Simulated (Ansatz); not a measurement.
The input, for Ansatz 0.2.0:

```yaml
crystal:
  periodic: [false, false, false]
  atoms:
    - {symbol: Br, position_ang: [0.000000, 0.000000, -1.430000]}
    - {symbol: H, position_ang: [0.000000, 0.000000, 0.042000]}
    - {symbol: N, position_ang: [0.000000, 0.000000, 1.388000]}
basis:
  gaussian: {orbitals: cc-pVDZ}
magnetization: {spin_polarized: false, initial_magnetization: 3}
correlation: {method: sc_nevpt2, electrons: outside_noble_gas, active_space: {window: {electrons: 5, orbitals: 5}}}
```

```sh
$ ansatz run in.yaml --threads 1 --pin off --events-out ev --progress --plain --max-ram 4096MiB --backend cpu
```

The program prints:

```
497 factors; integrals over basis functions are off by at most 1.3e-3 eV
mean field evaluation 1: about -71491.5467 eV, gradient 1.3e1 eV
mean field evaluation 2: about -71491.5512 eV, gradient 1.3e1 eV
mean field evaluation 4: about -71492.8459 eV, gradient 2.6e0 eV
mean field evaluation 8: about -71492.9559 eV, gradient 1.4e-1 eV
mean field -71492.95611902 eV, -2627.3176777078 hartree, gradient 5.3e-6 eV, S^2 3.750000; 0 other end points of the search recorded, 0 dependent functions left out
reference -71492.95611902 eV, -2627.3176777078 hartree; 23, 20 occupied and 23, 26 virtual orbitals, 497 factors
state -71493.48243173 eV, -2627.3370193431 hartree
state -71493.48243173 eV, -2627.3370193431 hartree; corrected -71498.85203448 eV, -2627.5343486044 hartree
state -71493.13522678 eV, -2627.3242597966 hartree
state -71493.13522678 eV, -2627.3242597966 hartree; corrected -71498.72272073 eV, -2627.5295964119 hartree
state -71493.48243173 eV, -2627.3370193431 hartree; corrected -71498.85203448 eV, -2627.5343486044 hartree
Total energy: -71498.85203448 eV, -2627.5343486044 hartree
```

Natural occupations: 1.9695 1.0008 1.0000 1.0000 0.0297.

For the same geometry and basis RCCSDTQ lies 940.6 meV lower.

Ran on 1 thread of AMD EPYC 7R13, shared host: 1.9 s wall, 0.19 GiB peak host memory.
